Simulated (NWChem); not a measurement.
System: NH, triplet; SMILES [NH]

Output (shortened):

```
             Northwest Computational Chemistry Package (NWChem) 7.3.0
             --------------------------------------------------------

                             Geometry "geometry" -> ""
                             -------------------------

 Output coordinates in angstroms (scale by  1.889725989 to convert to a.u.)

  No.       Tag          Charge          X              Y              Z
 ---- ---------------- ---------- -------------- -------------- --------------
    1 N                    7.0000     0.00000000     0.00000000    -0.13952100
    2 H                    1.0000     0.00000000     0.00000000     0.90723400

 Effective nuclear repulsion energy (a.u.)       3.5387848570

                              NWChem Property Module
                              ----------------------

  itol2e modified to match energy
  convergence criterion.

                                 NWChem DFT Module
                                 -----------------

 Summary of "ao basis" -> "ao basis" (spherical)
 ------------------------------------------------------------------------------
       Tag                 Description            Shells   Functions and Types
 ---------------- ------------------------------  ------  ---------------------
 N                          def2-svp                 6       14   3s2p1d
 H                          def2-svp                 3        5   2s1p

  itol2e modified to match energy
  convergence criterion.

            General Information
            -------------------
          SCF calculation type: DFT
          Wavefunction type:  spin polarized.
          No. of atoms     :     2
          No. of electrons :     8
           Alpha electrons :     5
            Beta electrons :     3
          Charge           :     0
          Spin multiplicity:     3
          Use of symmetry is: off; symmetry adaption is: off
          Maximum number of iterations: 150
          AO basis - number of functions:    19
                     number of shells:     9
          Convergence on energy requested:  1.00D-07
          Convergence on density requested:  1.00D-05
          Convergence on gradient requested:  5.00D-04

              XC Information
              --------------
                     Hartree-Fock (Exact) Exchange  1.000
                   CAM-Becke88 Exchange Functional  1.000
                      VWN V Correlation Functional  0.190 local
              Lee-Yang-Parr Correlation Functional  0.810

           Range-Separation Parameters
           ---------------------------
           Alpha           :  0.19
           Beta            :  0.46
           Gamma           :  0.33
           Short-Range HF  :     F

             Grid Information
             ----------------
          Grid used for XC integration:  fine
          Radial quadrature: Mura-Knowles
          Angular quadrature: Lebedev.
          Tag              B.-S. Rad. Rad. Pts. Rad. Cut. Ang. Pts.
          ---              ---------- --------- --------- ---------
          N                   0.65       70           6.0       590
          H                   0.35       60           6.0       590
          Grid pruning is: on
          Number of quadrature shells:   130
          Spatial weights used:  Erf1

      Superposition of Atomic Density Guess
      -------------------------------------

 Sum of atomic energies:         -54.74346060

      Non-variational initial energy
      ------------------------------

 Total energy =     -54.499076
 1-e energy   =     -81.054914
 2-e energy   =      23.017052
 HOMO         =      -0.236362
 LUMO         =      -0.236362

[...]

          -----------------------
          Electric field gradient
          -----------------------

 1 a.u. = 0.324123 10**(16) esu/cm**3  ( or statvolts/cm**2 ) = 0.97174 10**(22) v/m**2

 ------------------------------------------------------------
   Atom      X         Y         Z
 ------------------------------------------------------------
    1 N    0.00000   0.00000  -0.26366
 ------------------------------------------------------------

 Electric field gradient in molecular frame (a.u.)
         XX             YY             ZZ             XY             XZ             YZ
 ------------------------------------------------------------------------------------------
       -0.263389      -0.263389       0.526779      -0.000000       0.000000      -0.000000

 Principal components (a.u.) and orientation
 of principal axis w.r.t. absolute frame                      Asymmetry parameter eta
 --------------------------------------------------------------------------------------
        0.526779      -0.263389      -0.263389                       0.000000

        0.000000      -0.000000       1.000000
       -0.000000       1.000000      -0.000000
        1.000000      -0.000000       0.000000

 ------------------------------------------------------------
   Atom      X         Y         Z
 ------------------------------------------------------------
    2 H    0.00000   0.00000   1.71442
 ------------------------------------------------------------

 Electric field gradient in molecular frame (a.u.)
         XX             YY             ZZ             XY             XZ             YZ
 ------------------------------------------------------------------------------------------
        0.158444       0.158444      -0.316888       0.000000       0.000000       0.000000

 Principal components (a.u.) and orientation
 of principal axis w.r.t. absolute frame                      Asymmetry parameter eta
 --------------------------------------------------------------------------------------
       -0.316888       0.158444       0.158444                       0.000000

        0.000000       0.000000       1.000000
        0.000000       1.000000       0.000000
        1.000000       0.000000       0.000000
```

Level: CAM-B3LYP/def2-SVP, spin-unrestricted. Coordinates come from a PBE0/def2-SVP, spin-unrestricted optimisation. No stability test was run on the SCF state. NWChem prints the field gradient with the sign opposite to the second derivative of the potential.

Problem. Write an input that gives this output.

Solution. This is not unique; one that fits is the input that was run:
```
start job
memory heap 200 mb stack 900 mb global 1100 mb
geometry units angstroms noautosym nocenter noautoz
  N      0.000000     0.000000    -0.139521
  H      0.000000     0.000000     0.907234
end
basis spherical
  N library def2-svp
  H library def2-svp
end
dft
  odft
  mult 3
  xc xcamb88 1.00 lyp 0.81 vwn_5 0.19 hfexch 1.00
  cam 0.33 cam_alpha 0.19 cam_beta 0.46
  iterations 150
end
property
  efieldgrad
end
task dft property
```
